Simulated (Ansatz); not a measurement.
Reaction (isomerisation): `NC1(N)CC1` → `C/N=C/NC`

Program: Ansatz. Geometries: PBE0-D4/def2-TZVP. ΔE: electronic, gas phase. CBS: MP2 limit from def2 TZ/QZ plus the TZ coupled-cluster correction, frozen cores. DFT in def2-TZVPP. Each species was taken in one conformer, which may not be the lowest.

`NC1(N)CC1`:

```xyz
13

N    -0.016    1.491    0.448
C     0.222    0.129    0.039
N     1.585   -0.297    0.097
C    -0.791   -0.951    0.284
C    -0.582   -0.391   -1.103
H    -0.908    1.829    0.113
H    -0.018    1.571    1.459
H     1.889   -0.385    1.060
H     2.173    0.403   -0.342
H    -1.701   -0.674    0.803
H    -0.430   -1.953    0.478
H    -0.065   -1.014   -1.820
H    -1.358    0.242   -1.516
```

`C/N=C/NC`:

```xyz
13

C     0.131   -2.193   -0.413
N    -0.212   -0.858   -0.012
C     0.626    0.059   -0.261
N     0.448    1.350    0.127
C    -0.807    1.777    0.689
H    -0.644   -2.598   -1.071
H     0.175   -2.850    0.461
H     1.097   -2.263   -0.939
H     1.577   -0.119   -0.783
H     1.011    2.038   -0.340
H    -1.637    1.676   -0.019
H    -1.044    1.164    1.559
H    -0.722    2.818    1.001
```

```tsv
level	ΔE (kJ/mol)
r2SCAN-D4	-42.2
HF/def2-SVP	-54.6
```

**Question.** What does CCSD(T)/CBS give? (An estimate is asked.)

**Answer.** Ansatz gave: -33.2 kJ/mol. The listed levels differ from it by -9.0, -21.4 kJ/mol.

**Question.** What do rigid-rotor, harmonic-oscillator terms from PBE0-D4/def2-TZVP frequencies (298.15 K, 1 bar) make of the CCSD(T)/CBS value? (An estimate is asked.)

**Answer.** Ansatz gave: ΔZPE = -4.2 kJ/mol, ΔH = -35.1 kJ/mol, ΔS = 20 J/(mol·K), ΔG = -41.0 kJ/mol.

Largest T1 diagnostic among the species: 0.012.

From BLYP to BHLYP (50 % exact exchange), in def2-TZVPP and without D4, ΔE moves by +24.9 kJ/mol. The D4 term adds +3.6 kJ/mol with B3LYP and +1.7 kJ/mol with PBE0; it sums over pairs of atoms, weighted by their polarisabilities, and B3LYP, whose exchange is more repulsive, gets the larger term. Leaving LDA and LC-ωPBE aside and taking each functional with its dispersion term where it has one, the values, not all of them listed here, spread over 43.7 kJ/mol, from BLYP-D4 to PBE-QIDH. LDA lies +17.9 kJ/mol from PBE without D4.

CCSD(T)/CBS has its own doubt, a few kJ/mol and more with outer-core shells, so smaller differences from it don't rank the levels.

B3LYP here is the variant with VWN-RPA as its local correlation; programs differ in this.
